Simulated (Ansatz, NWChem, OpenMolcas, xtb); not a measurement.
## Relative energies of C2H5N isomers

3 of its isomers, all singlets with charge 0: A = aziridine `C1CN1`; B = N-methylmethanimine `C=NC`; C = ethanimine `[H]/N=C\C`.

Shapes, held fixed at every level: PBE0-D4/def2-TZVP. Programs: Ansatz 0.2.0, NWChem 7.3.0, OpenMolcas 26.06, xtb 6.7.1. A level may come from different programs for different species; with the same settings they agree closely.

A:

```xyz
8

C    -0.4420    0.3729   -0.5266
C     0.7018    0.0413    0.3427
N    -0.6464   -0.3792    0.7058
H    -0.5239   -0.1462   -1.4763
H    -0.8504    1.3774   -0.5215
H     1.1307    0.8030    0.9843
H     1.4061   -0.7057   -0.0095
H    -0.7760   -1.3633    0.5010
```

B:

```xyz
8

C    -0.7103    0.7486   -0.7893
N     0.4460    0.3134   -0.5584
C     0.6237   -0.5640    0.5681
H    -1.5852    0.4922   -0.1739
H    -0.8726    1.4138   -1.6369
H    -0.3029   -0.7592    1.1277
H     1.0362   -1.5141    0.2180
H     1.3651   -0.1306    1.2447
```

C:

```xyz
8

C    -0.4712    0.5919   -0.3160
C     0.6631   -0.1710    0.2843
N     0.6978   -1.3950    0.5936
H    -0.1684    1.0328   -1.2707
H    -1.3423   -0.0454   -0.4802
H    -0.7567    1.4228    0.3364
H     1.5719    0.4097    0.4765
H    -0.1942   -1.8457    0.3761
```

Electronic energies in kJ/mol, without zero-point or thermal terms.

```csv
level,kind,B − A,C − A
GFN1-xTB,semi-empirical,+34.4,-16.2
HF/STO-3G,Hartree–Fock,-19.0,-35.4
HF/3-21G,Hartree–Fock,-92.0,-120.4
HF/def2-SVP,Hartree–Fock,-54.7,-88.3
B3LYP/6-31G* (spherical functions),global hybrid,-59.5,-84.6
PBE0/def2-SVP,global hybrid,-30.9,-65.8
```

PBE0/def2-SVP puts C lowest of these. All levels agree on that. The B − A difference spans -92.0 to +34.4 kJ/mol over the levels. GFN1-xTB strays far from the other rows.
